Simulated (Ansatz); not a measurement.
**BeO+ (doublet): wave-function methods side by side, def2-QZVPP**

An exercise on one series of results from a longer session: the logs are not shown, and one member is left open.

Method: def2-QZVPP, core rule «outside noble gas», up to 2 orbitals frozen; program: Ansatz 0.2.0, Gaussian basis.

Plan: UHF; ROHF; CCSD(T) on UHF.

2 further runs of the same task are left out: 2 set aside as unsound or not needed.

## The geometry

The geometry is a PBE0/def2-TZVP stationary point (not a proven minimum) of the parent state, kept for this charge and spin.

2 atoms, charge 1, spin multiplicity 2.

Atoms are counted from 1 here; the program's logs count them from 0.

Bond lengths: O1–Be2 1.468 Å.

As a file:

```
atom   x (Å)   y (Å)   z (Å)
  O1  0.0000  0.0000  0.0000
 Be2  0.0000  0.0000  1.4682
```

The first run:

in.yaml

```yaml
crystal:
  periodic: [false, false, false]
  atoms:
    - {symbol: O, position_ang: [0.000000, 0.000000, 0.000000]}
    - {symbol: Be, position_ang: [0.000000, 0.000000, 1.468200]}
basis:
  gaussian: {orbitals: "def2-QZVPP.json"}
total_charge: 1
magnetization: {spin_polarized: true, initial_magnetization: 1}
hamiltonian: {xc: hf}
output: {orbitals: {seedname: orbitals}}
```

Launch:

```
> ansatz run in.yaml --threads 1 --pin off --events-out ev --progress --plain --max-ram 2393MiB
```

Steps of the session up to this table: UHF; ROHF; CCSD(T) on UHF.

One of the session's tables, all rows but one given; the rest of the session is left out.

It belongs to the step «Misses and costs». 

| method | from UCCSD(T) (meV) |
| --- | --- |
| ROHF | +6732.4 |
| UHF | ? |
| UMP2 | +481.2 |
| UCCSD | +223.1 |
| UCCSD(T) | 0 |

Q: Estimate the row for UHF from the others.

The run gave: from UCCSD(T) (meV): +6605.3. In the column «from UCCSD(T) (meV)» it lies between UMP2 (+481.2) and ROHF (+6732.4).
